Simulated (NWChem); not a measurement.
Species: AlCl3; SMILES [Cl][Al]([Cl])[Cl]

Results from NWChem. Pople sets run with spherical d functions. Medium grid unless said otherwise, to which SCAN and Minnesota functionals are sensitive. The geometry was optimised at B3LYP/6-31G* (spherical d). Total energies of different functionals are on different scales.

```csv
level,energy (Ha),highest occupied level (eV),orbital gap (eV)
B3LYP/6-31G*,-1623.2221,-9.07,7.28
PBE/6-31G*,-1622.4544,-7.96,5.57
PW91/6-31G*,-1623.1004,-8.00,5.55
MN15-L/6-31G*,-1622.9280,…,…
M05-2X/6-31G*,-1623.1288,-10.80,9.99
KT2/6-31G*,-1635.5969,-8.07,5.51
HCTH/407/6-31G*,-1623.3629,-8.16,5.74
```

Question: Complete the blanks.

Answer: 
- MN15-L/6-31G*, highest occupied level (eV): -8.69
- MN15-L/6-31G*, orbital gap (eV): 6.74
